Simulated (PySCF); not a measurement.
Mapped SMILES: `[CH2:1]=[N:2][SiH3:3]` (H(Xn): hydrogen on atom n). Ha(C1) is cis to Si3; Hb(C1) is trans to Si3.

- geometry from GFN2-xTB
- σ from GIAO-PBE0/pcSseg-1
- run in PySCF 2.14
- a single conformation, rapidly exchanging positions averaged, isolated molecule, non-relativistic

Referencing at the same level of theory: $^{13}$C (186.93 ppm), $^{1}$H (31.72 ppm), $^{29}$Si (349.16 ppm) against TMS; NH3 for $^{15}$N (267.73 ppm).

```csv
atoms,nucleus,count,δ (ppm)
Si3,$^{29}$Si,1,-58.0
Hb(C1),$^{1}$H,1,8.68
N2,$^{15}$N,1,?
C1,$^{13}$C,1,?
Ha(C1),$^{1}$H,1,8.78
H(Si3),$^{1}$H,3,5.01
```

Problem. Estimate the values marked ?.

Solution. 
- C1: 172.0 ppm, C=N carbon
- N2: 419.7 ppm, imine nitrogen

Shifts are as computed. Against solution values, carbons near 30 ppm lie about +3 ppm off and those near 130 ppm about +5 ppm. Of 1211 compounds with measured shifts, 218 miss one by over three times the rms of a fit or turn the order of signals round; such compounds aren't used in these exercises. Experimental scales use liquid or dissolved standards, which lie at an offset from isolated NH3 (liquid NH3: subtract about 20 ppm). Unscaled 15N shifts of sp2 nitrogen come out 20 to 40 ppm too high even then.
